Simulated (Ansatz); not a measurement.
```yaml
crystal:
  periodic: [false, false, false]
  atoms:
    - {symbol: N, position_ang: [-1.200032, -0.136751, 0.007267]}
    - {symbol: S, position_ang: [0.574687, 0.043427, -0.003339]}
    - {symbol: H, position_ang: [-1.839229, 0.639978, 0.005730]}
    - {symbol: H, position_ang: [-1.613703, -1.056198, 0.015323]}
    - {symbol: H, position_ang: [1.846833, 0.935043, -0.015795]}
basis:
  gaussian: {orbitals: def2-TZVP}
magnetization: {spin_polarized: true, initial_magnetization: 2}
hamiltonian: {xc: pbe0}
relax: {f_tol: 0.004, max_steps: 80}
```

```sh
$ ansatz run in.yaml --threads 1 --pin off --events-out ev --progress --plain --max-ram 2176MiB
```

Steps of the relaxation (energy above the last step; positions in Å, forces in eV/Å):

```
5
step 1, 25.4 meV
N    -1.200   -0.137    0.007    0.692    0.152   -0.005
S     0.575    0.043   -0.003   -0.215    0.064    0.001
H    -1.839    0.640    0.006   -0.016    0.156   -0.001
H    -1.614   -1.056    0.015   -0.015   -0.175    0.001
H     1.847    0.935   -0.016   -0.446   -0.198    0.004
```

```
5
step 2, 6.2 meV
N    -1.185   -0.135    0.007    0.317   -0.042   -0.001
S     0.577    0.021   -0.003   -0.101    0.233   -0.001
H    -1.813    0.654    0.006    0.026    0.048    0.000
H    -1.609   -1.053    0.015   -0.056   -0.055    0.001
H     1.799    0.940   -0.016   -0.186   -0.183    0.002
```

```
5
step 3, 0.4 meV
N    -1.178   -0.135    0.007    0.046   -0.049    0.000
S     0.575    0.028   -0.003   -0.029    0.065    0.000
H    -1.803    0.657    0.005    0.017   -0.003    0.000
H    -1.604   -1.054    0.015   -0.033    0.011    0.000
H     1.778    0.930   -0.015   -0.001   -0.025    0.000
```

```
5
step 9, 0.0 meV
N    -1.175   -0.139    0.007    0.002    0.001    0.000
S     0.571    0.031   -0.003   -0.001    0.000    0.000
H    -1.795    0.657    0.005   -0.001   -0.001    0.000
H    -1.610   -1.054    0.015    0.000    0.000    0.000
H     1.778    0.931   -0.015    0.000    0.000    0.000
```

Close pairs at the end: N1–H3 1.009 Å, N1–H4 1.013 Å, S2–H5 1.506 Å, N1–S2 1.755 Å.

A stationary point of unrestricted PBE0 after 9 steps, with ⟨S²⟩ = 2.012 against 2.00 for a pure state; no frequencies were run, so it isn't proven a minimum. 18 s on 1 thread of Arm Neoverse V2, shared host.
